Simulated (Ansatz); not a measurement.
Relaxation of C2H7NOS (12 atoms, charge 0, multiplicity 1), to a largest force component of 0.015 eV/Å in at most 40 steps.

Theory: RKS B3LYP/def2-SVP in Ansatz.

```xyz
12
Properties=species:S:1:pos:R:3:forces:R:3
N -1.310 -1.827 0.705 -0.04 1.33 -2.27
C -0.892 -0.446 0.389 0.45 -0.34 2.16
S 0.592 -0.593 -0.595 1.33 -0.44 -0.98
C 0.998 1.170 -0.874 -4.37 -0.06 1.65
O 1.288 1.797 0.317 1.06 0.11 1.40
H -2.271 -1.880 0.401 -0.43 -0.57 0.18
H -1.249 -1.950 1.673 -0.11 -0.47 1.93
H -1.613 0.111 -0.187 -0.77 0.34 -0.28
H -0.688 0.115 1.361 -0.12 -0.24 -1.15
H 1.748 1.273 -1.559 2.39 -0.05 -2.52
H 0.028 1.644 -1.270 1.27 -0.31 0.24
H 1.966 1.228 0.762 -0.65 0.69 -0.35
```

Problem. Where does it end, and by what steps?

Solution. The forces met the threshold. After 17 steps the energy has fallen by 0.507 eV; H6 moved furthest, 0.72 Å.

| step | energy less start (eV) | largest force component (eV/Å) | accepted |
| --- | --- | --- | --- |
| 0 | 0.0000 | 4.370 | yes |
| 1 | -0.3921 | 0.989 | yes |
| 2 | -0.4488 | 0.490 | yes |
| 3 | -0.4462 | 0.492 | no |
| 4 | -0.4627 | 0.134 | yes |
| 5 | -0.4657 | 0.070 | yes |
| 6 | -0.4704 | 0.045 | yes |
| 7 | -0.4620 | 0.809 | no |
| 8 | -0.4779 | 0.054 | yes |
| 9 | -0.4831 | 0.249 | yes |
| 10 | -0.4880 | 0.309 | yes |
| 11 | -0.4958 | 0.350 | yes |
| 12 | -0.4956 | 0.517 | no |
| 13 | -0.5046 | 0.046 | yes |
| 14 | -0.5051 | 0.045 | yes |
| 15 | -0.5060 | 0.188 | yes |
| 16 | -0.5070 | 0.095 | yes |
| 17 | -0.5074 | 0.014 | yes |

```xyz
12
Properties=species:S:1:pos:R:3
N -1.320 -1.746 0.754
C -1.078 -0.461 0.139
S 0.479 -0.561 -0.853
C 1.004 1.192 -0.748
O 1.301 1.637 0.546
H -2.272 -1.803 1.115
H -0.680 -1.908 1.531
H -1.916 -0.229 -0.538
H -0.941 0.393 0.829
H 1.863 1.258 -1.443
H 0.207 1.846 -1.134
H 1.949 1.023 0.923
```

Whether the end is a true minimum wasn't checked by a vibrational analysis.

The run took 58 s on 2 threads of Arm Neoverse V1, on a shared host, peak memory 0.24 GiB.
